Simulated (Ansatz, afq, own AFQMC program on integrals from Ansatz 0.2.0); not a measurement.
## Breaking C1–H5 in CH5N, singlet

```xyz
7

C    -0.4663   -0.1354   -0.2785
N     0.8042    0.3952    0.1655
H    -0.9914   -0.8112    0.4296
H    -0.3295   -0.6948   -1.2179
H    -1.1570    0.6919   -0.5080
H     1.4513   -0.3615    0.3768
H     0.6887    0.9158    1.0325
```

Products: CH$_{4}$N (doublet; CH2–NH2) and H (doublet), each relaxed with PBE0/def2-SVP like the molecule; electronic energies without zero-point terms. Determinants: RHF, UHF and UHF in that order.

Basis def2-TZVP. Only valence electrons are correlated. Integrals, coupled cluster, full CI and functionals: Ansatz 0.2.0; the random walks run on the same integrals in our own AFQMC program. ph-AFQMC/CISD is guided by a CISD state made of CCSD amplitudes; releasing the constraint for a short imaginary time cuts its bias at the price of noise, slowly where states lie close. Error bars are statistical, one sigma. The errors of all members are added in quadrature.

No full CI on the walks' own integrals is used here; CCSDT(Q) serves as the reference and is uncertain by about the last step of the cluster series. Each member takes its own surest rung, up to full CI.

The best estimate is CCSD(T) at the basis-set limit (CBS: def2-TZVPP and def2-QZVPP, with their diffuse functions for anions and beside diffuse sets, CCSD(T) itself extrapolated) plus the step from CCSD(T) to CCSDT(Q) in def2-TZVP. Rows without CBS are in def2-TZVP; B2PLYP and the wave-function rows carry a basis error of their own. Core correlation and relativity beyond core potentials are missing, and ± holds the sampling alone.

Cautions: CH₅N (singlet): the released energies are still falling, so no released level is given (meV from the phaseless value at times in 1/Eh: -6 ± 6 at 0.24, -5 ± 3 at 0.51, 1 ± 5 at 0.99, -11 ± 7 at 1.62, -22 ± 10 at 2.40), though the last usable value meets CCSDT(Q) within the noise.

```tsv
level	bond energy (eV)
B3LYP	4.177
r2SCAN	4.082
wB97M-V	4.277
```

From these cheaper values, estimate the bond energy at the level of the best estimate.

4.342 eV (best estimate, highest rung CCSDT(Q)).

| level | bond energy (eV) | error against the best estimate (eV) |
| --- | --- | --- |
| HF | 3.321 | -1.020 |
| MP2 | 4.184 | -0.157 |
| CCSD | 4.208 | -0.134 |
| CCSD(T) | 4.222 | -0.120 |
| CCSDT | 4.218 | -0.124 |
| CCSDT(Q) | 4.217 | -0.124 |
| ph-AFQMC/CISD | 4.209 ± 0.008 | -0.132 ± 0.008 |
| HF/CBS | 3.328 | -1.013 |
| MP2/CBS | 4.337 | -0.005 |
| CCSD(T)/CBS | 4.346 | 0.004 |
| PBE | 4.092 | -0.249 |
| PBE0 | 4.128 | -0.213 |
| B2PLYP | 4.188 | -0.153 |

Correlation beyond CCSD(T) takes off 0.004 eV. Going to the basis-set limit adds 0.124 eV at CCSD(T). The perturbative (T) step is worth +0.013 eV. The functionals spread over 0.195 eV; wB97M-V comes nearest and r2SCAN is 0.259 eV too low.

Best estimates are given only where the step beyond CCSD(T) is under 0.3 eV and no member's determinant is very poor (T1 over 0.05, or 0.07 for open shells, ⟨S²⟩ too high by 0.3, two states mixed), so the hardest cases are missing from such tables.

The functionals ran in a triple-zeta set and keep a basis error of their own, a few kJ/mol for each bond in atomization energies and more for double hybrids, so close places among them and the extrapolated levels can swap.

CCSDT and higher add their correlation energy to the determinant of the CCSD(T) run, since their own runs factorise the integrals more tightly (a shift of under 2 meV). Each member of a difference takes its own highest rung, so a best estimate needn't equal the limit plus the step of one row.
